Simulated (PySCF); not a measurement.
# C2HF: the cost of one run

Computed with PySCF 2.14.0 and routines of our own; the level stands in each step. Atoms count from 0.

## Step 1: The starting structure

4 atoms, charge 0, multiplicity 1; geometry from: GFN2-xTB.

## Step 2: Relaxing the molecule at PBE0-D3(BJ)/def2-SVP

Job settings and geometry (Å):

```
{"job": {"xc": "PBE0", "basis": "def2-SVP", "d3": "d3bj", "grid": 1, "kind": "geom"}, "charge": 0, "multiplicity": 1}
C     -0.623710     0.024568    -0.031240
C      0.515926    -0.018435    -0.379648
F      1.742514    -0.066542    -0.754104
H     -1.624497     0.065182     0.270498
```

On the command line:

```
$ OMP_NUM_THREADS=1 python excited_run.py task.json out
```

The driver reads the jobs from task.json and runs them one after another.

**Question.** How long does this first job take on 1 thread of Arm Neoverse V1, shared host, and how much memory does it need?

About 3.2 s, with a peak of 0.24 GiB.
